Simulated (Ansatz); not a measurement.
Predict the output of the script below (Ansatz 0.2.0 through its Python package).

`h3o2si_composite.py`
```python
import itertools

import ansatz as az
from ase.data import atomic_numbers, covalent_radii
import numpy as np

BASIS_SET = "def2-SVP"
XC = "pbe0"
DISPERSION = "d4"

h3o2si = (
    az.Crystal.molecule()
    .atom("O", [-1.9153, -0.2705, 0.0881])
    .atom("Si", [-0.3023, 0.0475, -0.2333])
    .atom("O", [0.5851, -0.3731, 1.1409])
    .atom("H", [0.204, -0.7598, -1.3786])
    .atom("H", [-0.0857, 1.465, -0.5617])
    .atom("H", [1.5563, -0.1732, 0.8983])
)

calculation = (
    h3o2si.calculation()
    .basis(gaussian=BASIS_SET)
    .functional(XC, dispersion=DISPERSION)
    .spin("collinear", total=1)
)
symbols = [site.symbol for site in h3o2si.cartesian_sites]
start = np.array([site.position_ang for site in h3o2si.cartesian_sites], dtype=float)
report = calculation.relax(force_tolerance=0.01, max_steps=100).run(threads=1, backend="cpu").report
end = np.array(report["positions_ang"])
radius = [covalent_radii[atomic_numbers[s]] for s in symbols]
span = lambda where, i, j: np.linalg.norm(where[i] - where[j])
bonded = [(i, j) for i, j in itertools.combinations(range(len(symbols)), 2) if min(span(start, i, j), span(end, i, j)) < 1.2 * (radius[i] + radius[j])]
print("pair        before    after (A)")
for i, j in bonded:
    print(f"{symbols[i]}{i}-{symbols[j]}{j}".ljust(10), f"{span(start, i, j):8.4f} {span(end, i, j):8.4f}")
for first, second in list(itertools.combinations(bonded, 2)):
    shared = set(first) & set(second)
    if shared and symbols[(j := shared.pop())] != "H":
        i, k = sorted((set(first) | set(second)) - {j})
        u, v = end[i] - end[j], end[k] - end[j]
        angle = np.degrees(np.arccos(np.clip(u @ v / np.linalg.norm(u) / np.linalg.norm(v), -1, 1)))
        print(f"final angle {symbols[i]}{i}-{symbols[j]}{j}-{symbols[k]}{k}: {angle:.2f} deg")

minimum = az.Crystal.molecule()
for symbol, place in zip(symbols, end):
    minimum = minimum.atom(symbol, place.tolist())
at_minimum = minimum.calculation().spin("collinear", total=1)
level = lambda method, basis: at_minimum.basis(gaussian=basis).correlation(method).run(threads=1, backend="cpu").report
small, large, cluster = level("mp2", "cc-pVDZ"), level("mp2", "cc-pVTZ"), level("ccsd_t", "cc-pVDZ")
corr = lambda each: (each["free_energy_ev"] - each["reference_energy_ev"]) / 27.211386246
mp2_limit = (27 * corr(large) - 8 * corr(small)) / 19
pieces = {"HF / cc-pVTZ": large["reference_energy_ev"] / 27.211386246, "MP2 correlation, DZ-TZ limit": mp2_limit, "CCSD(T) - MP2 / cc-pVDZ": corr(cluster) - corr(small)}
for name, value in pieces.items():
    print(f"{name:32s} {value:14.6f} Ha")
print(f"{'sum':32s} {sum(pieces.values()):14.6f} Ha")
print("T1 diagnostic", round(cluster["correlation"]["coupled_cluster"]["t1_diagnostic"], 4))
```

```console
$ python h3o2si_composite.py
pair        before    after (A)
O0-Si1       1.6752   1.6711
Si1-O2       1.6890   1.6512
Si1-H3       1.4899   1.5000
Si1-H4       1.4711   1.4845
O2-H5        1.0208   0.9619
final angle O0-Si1-O2: 116.21 deg
final angle O0-Si1-H3: 98.77 deg
final angle O0-Si1-H4: 110.50 deg
final angle O2-Si1-H3: 113.04 deg
final angle O2-Si1-H4: 105.20 deg
final angle Si1-O2-H5: 117.89 deg
final angle H3-Si1-H4: 113.37 deg
HF / cc-pVTZ                        -440.517956 Ha
MP2 correlation, DZ-TZ limit          -0.603700 Ha
CCSD(T) - MP2 / cc-pVDZ               -0.042327 Ha
sum                                 -441.163983 Ha
T1 diagnostic 0.0178
```

Caveats:
- Total energies depend on the basis set; only differences at equal settings carry meaning.
- The sum leaves out core correlation, relativity, the Hartree-Fock basis error and zero-point energy; a DZ-TZ extrapolation is rough.
- The species is open-shell (spin multiplicity 2).
- Inner cores stay frozen, so this is valence correlation.
- For Al to Cl the sets with a tight d function, cc-pV(X+d)Z, are usual.
- Wall time of the script: 100 s on 1 thread of Arm Neoverse V1, on a shared host, peak memory 0.33 GiB.
